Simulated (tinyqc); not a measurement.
Worked calculation: MP2 on RHF in the sto-3g basis, frozen core, for H2O, spin multiplicity 1. One step of it, computed by the program tinyqc.

Question. Second-order Moller-Plesset energy. E2 = sum_ijab (ia|jb) [2 (ia|jb) - (ib|ja)] / (e_i + e_j - e_a - e_b) over occupied i, j and virtual a, b; the opposite-spin part is (ia|jb)^2 / denominator, the rest is same-spin, and SCS-MP2 scales them by 6/5 and 1/3.

orbital energies (hartree): [-20.224491, -1.276961, -0.651120, -0.436755, -0.387076, 0.626562, 0.814856]

Two-electron integrals over orbitals (pq|rs), unique and non-zero (hartree); the lowest 1 orbital is frozen and left out:
```
(22|22) 0.728027    (32|32) 0.148856    (33|22) 0.649942    (33|33) 0.641882
(42|22) 0.010510    (42|33) 0.007591    (42|42) 0.123601    (43|32) 0.018178
(43|43) 0.043978    (44|22) 0.685233    (44|33) 0.608470    (44|42) -0.105103
(44|44) 0.813107    (52|52) 0.143937    (53|53) 0.029355    (54|52) -0.044563
(54|54) 0.056401    (55|22) 0.747089    (55|33) 0.634372    (55|42) -0.061045
(55|44) 0.742679    (55|55) 0.880159    (62|22) 0.142391    (62|33) 0.074210
(62|42) 0.020370    (62|44) 0.100771    (62|55) 0.162337    (62|62) 0.101938
(63|32) -0.046287   (63|43) -0.026425   (63|63) 0.074953    (64|22) 0.087941
(64|33) 0.039982    (64|42) -0.015580   (64|44) 0.108960    (64|55) 0.102228
(64|62) 0.061632    (64|64) 0.056984    (65|52) 0.062589    (65|54) -0.003846
(65|65) 0.040168    (66|22) 0.610068    (66|33) 0.572848    (66|42) 0.062459
(66|44) 0.544988    (66|55) 0.584598    (66|62) 0.090795    (66|64) 0.042426
(66|66) 0.591775    (72|32) 0.038417    (72|43) -0.031911   (72|63) 0.035902
(72|72) 0.060694    (73|22) 0.137653    (73|33) 0.093002    (73|42) -0.069864
(73|44) 0.169229    (73|55) 0.188680    (73|62) 0.079685    (73|64) 0.067114
(73|66) 0.036485    (73|73) 0.148423    (74|32) -0.074159   (74|43) 0.007545
(74|63) 0.042118    (74|72) -0.017088   (74|74) 0.064681    (75|53) 0.023770
(75|75) 0.024640    (76|32) 0.105079    (76|43) 0.042689    (76|63) -0.069721
(76|72) -0.008796   (76|74) -0.055744   (76|76) 0.120168    (77|22) 0.629919
(77|33) 0.618357    (77|42) -0.014620   (77|44) 0.620790    (77|55) 0.633391
(77|62) 0.071802    (77|64) 0.038977    (77|66) 0.566455    (77|73) 0.099912
(77|77) 0.628692
```

Hartree-Fock energy = -74.94903186 hartree

Give: Terms; Pair energies; MP2 correlation energy; SCS-MP2 correlation energy; MP2 total energy.

Answer.

Terms:
```
i  j  a  b  (ia|jb)  (ib|ja)  denominator       term
3  3  7  7   0.1484   0.1484      -2.9320    -0.0075
3  2  7  6   0.0797   0.0359      -3.3695    -0.0029
2  3  6  7   0.0797   0.0359      -3.3695    -0.0029
2  2  6  6   0.1019   0.1019      -3.8070    -0.0027
4  3  6  7   0.0671   0.0421      -2.5293    -0.0024
3  4  7  6   0.0671   0.0421      -2.5293    -0.0024
3  3  6  6   0.0750   0.0750      -2.5554    -0.0022
4  4  7  7   0.0647   0.0647      -2.5032    -0.0017
4  4  6  6   0.0570   0.0570      -2.1266    -0.0015
2  4  6  6   0.0616   0.0616      -2.9668    -0.0013
4  2  6  6   0.0616   0.0616      -2.9668    -0.0013
2  2  7  7   0.0607   0.0607      -4.1836    -0.0009
5  5  6  6   0.0402   0.0402      -2.0273    -0.0008
4  3  7  6   0.0421   0.0671      -2.5293  -2.85e-04
3  4  6  7   0.0421   0.0671      -2.5293  -2.85e-04
5  5  7  7   0.0246   0.0246      -2.4039  -2.53e-04
2  4  7  7  -0.0171  -0.0171      -3.3434  -8.73e-05
4  2  7  7  -0.0171  -0.0171      -3.3434  -8.73e-05
2  3  7  6   0.0359   0.0797      -3.3695   8.40e-05
3  2  6  7   0.0359   0.0797      -3.3695   8.40e-05
```

Pair energies (hartree; pair i-j sums ij and ji):
```
pair  opposite spin  same spin
2-2         -0.0036     0.0000
3-2         -0.0045    -0.0011
3-3         -0.0097     0.0000
4-2         -0.0027     0.0000
4-3         -0.0050  -4.94e-04
4-4         -0.0032     0.0000
5-5         -0.0010     0.0000
```

MP2 correlation energy = -0.031434 hartree

SCS-MP2 correlation energy = -0.036307 hartree

MP2 total energy = -74.980466 hartree
